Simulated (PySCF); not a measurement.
**NaB at PBE0**

Computed with PBE0; Na def2-TZVP, B def2-TZVP; no relativity (PySCF 2.14).

For NaB, the state is ¹Σ⁺ (singlet), closed shell, a second solution, started from another occupation, the bond length is 2.702 Å and the harmonic wavenumber is 295 cm⁻¹. The force constant is 0.381 mdyn/Å and the rotational constant Be is 0.3102 cm⁻¹. The anharmonicity ωexe is 1.75 cm⁻¹, the vibration–rotation constant αe is 0.00313 cm⁻¹ and the energy of the minimum from ground-state Na + B is -0.55 eV. The HOMO–LUMO gap is 2.06 eV and the bond order (Mayer) is 1.01. The dipole moment (positive dipole means Na(−)B(+)) is -4.39 D.
